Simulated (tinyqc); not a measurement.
Inside a calculation. Method: Hueckel theory of the pi electrons, for the molecule [CH2+]C=CN (SMILES; centres numbered as the heavy atoms are written). One step of it, computed by the program tinyqc.

Problem. Energy, charges, bond orders. E = sum n x; q_r = z_r - P_rr; bond order p = P_rs; free valence = sqrt(3) - sum of p over the bonds of the atom.

x values: 2.038710  1.148102  -0.227177  -1.489635

occupations: 2.000000  2.000000  0.000000  0.000000

charge and bond-order matrix P, lower triangle:
```
           1C         2C        3C        4N
1C   0.676971
2C   0.822305   1.035984
3C   0.359013   0.554453  0.567602
4N  -0.300958  -0.122886  0.613778  1.719444
```

Centres:
```
centre  z_r, pi electrons of the neutral centre         h
1C                                            1  0.000000
2C                                            1  0.000000
3C                                            1  0.000000
4N                                            2  1.470000
```

Bonds:
```
i  j         k
1  2         1
2  3         1
3  4  0.890000
```

Give: pi energy = 4 alpha + this times beta; pi charges; Bond orders and lengths from R = 1.517 - 0.180 p; free valence of the carbons; gap between the highest filled and the next level.

Solution.

pi energy = 4 alpha + this times beta = 6.3736

pi charges: 1C 0.3230, 2C -0.0360, 3C 0.4324, 4N 0.2806

Bond orders and lengths from R = 1.517 - 0.180 p (angstrom, C-C alone):
```
bond       p       R
1-2   0.8223  1.3690
2-3   0.5545  1.4172
3-4   0.6138       -
```

free valence of the carbons: 1C 0.9097, 2C 0.3553, 3C 0.5638

gap between the highest filled and the next level = 1.3753 |beta|
